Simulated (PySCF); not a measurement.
A side-by-side comparison of computed properties.

First species: C4H3Cl.
SMILES: `ClC1=CC1=C`

Second species: C₅H₅N.
Cartesian coordinates in Å at the PBE0-D3(BJ)/def2-SVP level; atoms count from 1:
```
atom  x, y, z in Å
C1    -2.167    1.783   -0.661
C2    -1.610    0.711   -0.545
C3    -1.001   -0.567   -0.420
C4     0.289   -0.786   -0.083
C5     1.251    0.269    0.206
N6     2.452   -0.019    0.521
H7    -2.657    2.735   -0.763
H8    -1.648   -1.428   -0.619
H9     0.667   -1.809   -0.012
H10    0.864    1.303    0.131
H11    2.988    0.837    0.690
```

Levels: CAM-B3LYP/def2-SVPD for dipole moment, HOMO energy, LUMO energy, HOMO–LUMO gap, static isotropic polarisability and electronic spatial extent ⟨r²⟩ about the centre of nuclear charge; TDDFT CAM-B3LYP/def2-SVPD for lowest singlet excitation; TDA CAM-B3LYP/def2-SVPD for lowest triplet excitation (Tamm–Dancoff); ΔSCF CAM-B3LYP/def2-SVPD for vertical ionisation energy; PBE0-D3(BJ)/def2-SVP for rotational constant A and rotational constant C. Geometries: PBE0-D3(BJ)/def2-SVP. Each species is one conformer at its optimised geometry, gas phase, non-relativistic unless stated; the electronic structure was computed with PySCF and density fitting.

Dipoles, sizes and rotational constants follow the conformer. The torsions of the flexible species, by atom-mapped SMILES:
- `[H]/[N:6]=[CH:5]/[CH:4]=[CH:3]\[C:2]#[CH:1]`: C3–C4–C5–N6 180°

| property | column X | column Y |
| --- | --- | --- |
| dipole moment | 1.63 D | 1.97 D |
| HOMO energy | -7.50 eV | -8.46 eV |
| LUMO energy | 0.36 eV | -0.95 eV |
| HOMO–LUMO gap | 7.86 eV | 7.51 eV |
| lowest singlet excitation | 4.62 eV | 4.45 eV |
| lowest triplet excitation (Tamm–Dancoff) | 3.43 eV | 2.84 eV |
| static isotropic polarisability | 62.0 au | 73.2 au |
| vertical ionisation energy | 8.34 eV | 9.25 eV |
| electronic spatial extent ⟨r²⟩ about the centre of nuclear charge | 569 bohr² | 689 bohr² |
| rotational constant A | 11.750 GHz | 9.907 GHz |
| rotational constant C | 2.014 GHz | 1.652 GHz |

(1) Which column belongs to which species?

(2) How does each property change from the first species to the second?

Answers

(1) Column X is the first species and column Y the second. The first has 8 atoms and 44 electrons, the second 11 and 42.

(2) dipole moment +0.34 D; HOMO energy -0.96 eV; LUMO energy -1.31 eV; HOMO–LUMO gap -0.35 eV; lowest singlet excitation -0.17 eV; lowest triplet excitation (Tamm–Dancoff) -0.59 eV; static isotropic polarisability +11.2 au; vertical ionisation energy +0.91 eV; electronic spatial extent ⟨r²⟩ about the centre of nuclear charge +120 bohr²; rotational constant A -1.843 GHz; rotational constant C -0.362 GHz.

On the first: The polarisability is 9.19 Å³ as a volume (1 au = 0.148185 Å³), or 1.41 au for each of the 44 electrons. The dipole equals about 5.4 × 10⁻³⁰ C·m (1 D = 3.33564 × 10⁻³⁰ C·m).

On the second: No computed singlet falls in the visible range (750 to 380 nm, 1.65 to 3.26 eV); S1 lies 1.19 eV above its blue end.
